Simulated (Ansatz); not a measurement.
# hcp Ti

Level of theory: RPBE (Ansatz, an electronic-structure program, PAW).

Numerical settings: plane-wave cutoff 520 eV, 24×24×14 k mesh (along the axes of the cell as run), Fermi–Dirac smearing 0.028 eV (set by the program), no spin polarisation, scalar-relativistic PAW data made under PBE.

Cell: relaxed at this level.

```
Property                                     Value
----------------------------------------  --------
elastic constant C11                       169 GPa
elastic constant C12                      77.4 GPa
elastic constant C13                      68.0 GPa
elastic constant C33                       184 GPa
elastic constant C44                      45.3 GPa
elastic constant C66                      45.8 GPa
Voigt–Reuss–Hill bulk modulus              105 GPa
polycrystal shear modulus (Hill average)  47.6 GPa
Young modulus                              124 GPa
Poisson ratio                                0.304
```

Measured, for comparison: elastic constant C11 176 GPa, elastic constant C12 87 GPa, elastic constant C13 68 GPa, elastic constant C33 191 GPa, elastic constant C44 51 GPa (4 K, zero-point motion not removed; as tabulated in Ferrari et al. (2019), arXiv:1905.01197). Computed (rounded) less measured: elastic constant C11 -4 %, elastic constant C12 -11 %, elastic constant C13 0.0 %, elastic constant C33 -4 %, elastic constant C44 -11 %.

Elastic constants are with the ions relaxed.
